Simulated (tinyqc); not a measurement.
Worked calculation: RHF in the sto-3g basis, for H3O+, spin multiplicity 1. One step of it, computed by the program tinyqc.

Question. Iteration 16 (converged): orbitals. Diagonalise F' = X^T F X, C = X C', fill 5 alpha and 5 beta electrons from the bottom; D = 2 C_occ C_occ^T. Each column has its largest component positive (the first on a tie).

converged F (hartree):
```
             1O 1s      1O 2s     1O 2px     1O 2py     1O 2pz      2H 1s      3H 1s      4H 1s
1O 1s   -20.820496  -5.302514   0.000013   0.000000   0.000945  -1.155495  -1.156528  -1.156528
1O 2s    -5.302514  -2.967980   0.000155   0.000000   0.004878  -1.190862  -1.191589  -1.191589
1O 2px    0.000013   0.000155  -0.906444   0.000000  -0.000003  -0.650422   0.325468   0.325468
1O 2py    0.000000   0.000000   0.000000  -0.906495   0.000000   0.000000  -0.563403   0.563403
1O 2pz    0.000945   0.004878  -0.000003   0.000000  -0.890378   0.010603   0.010609   0.010609
2H 1s    -1.155495  -1.190862  -0.650422   0.000000   0.010603  -0.863132  -0.379550  -0.379550
3H 1s    -1.156528  -1.191589   0.325468  -0.563403   0.010609  -0.379550  -0.863668  -0.379933
4H 1s    -1.156528  -1.191589   0.325468   0.563403   0.010609  -0.379550  -0.379933  -0.863668
```

X:
```
            1O 1s      1O 2s     1O 2px     1O 2py     1O 2pz      2H 1s      3H 1s      4H 1s
1O 1s    1.025023  -0.150275   0.000010   0.000000   0.000299   0.020274   0.020283   0.020283
1O 2s   -0.150275   1.315366  -0.000140   0.000000  -0.003191  -0.267064  -0.267317  -0.267317
1O 2px   0.000010  -0.000140   1.124750   0.000000   0.000002  -0.274657   0.137442   0.137442
1O 2py   0.000000   0.000000   0.000000   1.124785   0.000000   0.000000  -0.237989   0.237989
1O 2pz   0.000299  -0.003191   0.000002   0.000000   1.000035   0.002914   0.002917   0.002917
2H 1s    0.020274  -0.267064  -0.274657   0.000000   0.002914   1.195886  -0.065222  -0.065222
3H 1s    0.020283  -0.267317   0.137442  -0.237989   0.002917  -0.065222   1.196134  -0.065289
4H 1s    0.020283  -0.267317   0.137442   0.237989   0.002917  -0.065222  -0.065289   1.196134
```

Give: F' = X^T F X; orbital energies; coefficients C; D after iteration 16.

Answer.

F' = X^T F X (hartree):
```
          1        2        3        4        5        6        7        8
1  -20.4334  -2.7271   0.0000   0.0000   0.0015  -0.1723  -0.1726  -0.1726
2   -2.7271  -1.6227  -0.0001   0.0000  -0.0018  -0.5064  -0.5068  -0.5068
3    0.0000  -0.0001  -0.5984   0.0000   0.0000  -0.5487   0.2745   0.2745
4    0.0000   0.0000   0.0000  -0.5984   0.0000   0.0000  -0.4753   0.4753
5    0.0015  -0.0018   0.0000   0.0000  -0.8903   0.0067   0.0068   0.0068
6   -0.1723  -0.5064  -0.5487   0.0000   0.0067  -0.2794  -0.0834  -0.0834
7   -0.1726  -0.5068   0.2745  -0.4753   0.0068  -0.0834  -0.2793  -0.0834
8   -0.1726  -0.5068   0.2745   0.4753   0.0068  -0.0834  -0.0834  -0.2793
```

orbital energies (hartree): MO1 -20.8294, MO2 -1.7543, MO3 -1.0988, MO4 -1.0988, MO5 -0.8904, MO6 0.0816, MO7 0.3044, MO8 0.3046

coefficients C:
```
            MO1      MO2      MO3      MO4      MO5      MO6      MO7      MO8
1O 1s    0.9940  -0.2410   0.0000  -0.0001  -0.0028  -0.1686  -0.0002   0.0000
1O 2s    0.0278   0.8744   0.0000   0.0003   0.0137   1.0961   0.0015   0.0000
1O 2px   0.0000  -0.0002   0.0000   0.7012   0.0000   0.0008  -0.9416   0.0000
1O 2py   0.0000   0.0000   0.7012   0.0000   0.0000   0.0000   0.0000   0.9416
1O 2pz  -0.0001  -0.0053   0.0000   0.0000   0.9999  -0.0172   0.0000   0.0000
2H 1s   -0.0051   0.1007   0.0000   0.3946  -0.0040  -0.6644   0.9892   0.0000
3H 1s   -0.0051   0.1008   0.3417  -0.1973  -0.0040  -0.6629  -0.4958  -0.8576
4H 1s   -0.0051   0.1008  -0.3417  -0.1973  -0.0040  -0.6629  -0.4958   0.8576
```

D after iteration 16:
```
          1O 1s    1O 2s   1O 2px   1O 2py   1O 2pz    2H 1s    3H 1s    4H 1s
1O 1s    2.0921  -0.3663   0.0000   0.0000  -0.0033  -0.0586  -0.0586  -0.0586
1O 2s   -0.3663   1.5310   0.0001   0.0000   0.0182   0.1759   0.1757   0.1757
1O 2px   0.0000   0.0001   0.9835   0.0000   0.0000   0.5534  -0.2767  -0.2767
1O 2py   0.0000   0.0000   0.0000   0.9835   0.0000   0.0000   0.4793  -0.4793
1O 2pz  -0.0033   0.0182   0.0000   0.0000   1.9996  -0.0091  -0.0091  -0.0091
2H 1s   -0.0586   0.1759   0.5534   0.0000  -0.0091   0.3317  -0.1353  -0.1353
3H 1s   -0.0586   0.1757  -0.2767   0.4793  -0.0091  -0.1353   0.3318  -0.1353
4H 1s   -0.0586   0.1757  -0.2767  -0.4793  -0.0091  -0.1353  -0.1353   0.3318
```
